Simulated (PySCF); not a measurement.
## One molecule, many functionals

Species: P2H4.
Z-matrix (Å and degrees, PBE0-D3(BJ)/def2-SVP geometry), rows numbered from 1:
```
P 
P   1  2.2462
H   1  1.4305  2   93.69
H   1  1.4304  2   93.26  3    92.36
H   2  1.4302  1   93.63  3    91.05
H   2  1.4302  1   93.27  3  -176.63
```

Linear-response calculations in the def2-SVPD basis (PySCF; singlets by full response, triplets Tamm–Dancoff, core orbitals frozen in the response; HF means time-dependent Hartree–Fock). 'Strongest' is the level of largest summed f among the singlets computed (10 roots, of which the last may lack a degenerate partner); it can jump between rows when another state enters that window. S1 is the lowest singlet of each run and needn't be the same state throughout; f(S1) is that of one state. Geometry: PBE0-D3(BJ)/def2-SVP, one conformer, isolated molecule.

| functional | kind | S1 (eV) | f(S1) | strongest (eV) | T1 (eV) | HOMO (eV) | gap (eV) | ionisation energy, ΔSCF (eV) |
| --- | --- | --- | --- | --- | --- | --- | --- | --- |
| LDA | LDA | 5.26 | 0.152 | 5.26 | 4.27 | -5.89 | 4.64 | 9.04 |
| PBE | GGA | 5.37 | 0.168 | 5.37 | 4.19 | -5.84 | 4.74 | 8.92 |
| B3LYP | global hybrid, 20% exact exchange | 5.57 | 0.204 | 5.57 | 4.34 | -6.69 | 6.22 | 9.06 |
| PBE0 | global hybrid, 25% exact exchange | 5.64 | 0.201 | 8.46 | 4.30 | -6.89 | 6.64 | 9.04 |
| BHandHLYP | global hybrid, 50% exact exchange | 5.85 | 0.248 | 8.74 | 4.45 | -7.82 | 8.46 | 9.02 |
| CAM-B3LYP | range-separated hybrid | 5.72 | 0.219 | 5.72 | 4.42 | -8.11 | 8.87 | 9.12 |
| wB97X-D | range-separated hybrid | 5.76 | 0.223 | 8.48 | 4.54 | -8.69 | 10.11 | 9.15 |
| LC-wPBE | range-separated hybrid | 5.93 | 0.229 | 8.79 | 4.45 | -9.43 | 11.28 | 9.22 |
| HF | Hartree–Fock | 6.24 | 0.342 | 9.18 | 4.41 | -9.28 | 12.00 | not settled |

S1 runs from 5.26 eV (LDA) to 6.24 eV (HF), a spread of 0.98 eV, while the orbital gap spreads over 7.4 eV. Along PBE (0%), B3LYP (20%), PBE0 (25%), BHandHLYP (50%), HF (100%) S1 rises with the share of exact exchange. −ε(HOMO) comes closest to its own ΔSCF ionisation energy with LC-wPBE (+0.21 eV) and misses most with LDA (-3.15 eV). 'Not settled' means that the ion's SCF failed to converge or may have ended in another state than the lowest.
